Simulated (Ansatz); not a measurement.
This Ansatz (a program for electronic structure) input (CCSD(T)/cc-pCVTZ) gives -76.61455 Eh with 85 basis functions. A basis named .json is the Basis Set Exchange file of that set (core-valence sets with the plain set on hydrogen).

Ansatz 0.2 input:
```yaml
crystal:
  periodic: [false, false, false]
  atoms:
    - {symbol: O, position_ang: [0.06462128, 0.00157913, 0.02700513]}
    - {symbol: H, position_ang: [0.00178962, 0.80279151, -0.53584283]}
    - {symbol: H, position_ang: [0.01908461, -0.83637053, -0.48137831]}
    - {symbol: H, position_ang: [-0.53784446, 0.02094599, 0.80118010]}
basis:
  gaussian:
    orbitals: cc-pCVTZ.json
total_charge: 1
magnetization: {spin_polarized: false}
correlation: {method: ccsd_t, electrons: outside_noble_gas}
```

Change:
```diff
- correlation: {method: ccsd_t, electrons: outside_noble_gas}
+ correlation: {method: ccsd_t, frozen_orbitals: {H: 0, O: 0}}
```

What does the run give now?

-76.66885 Eh (CCSD(T)/cc-pCVTZ, 85 functions), a change of -54.30 mEh.
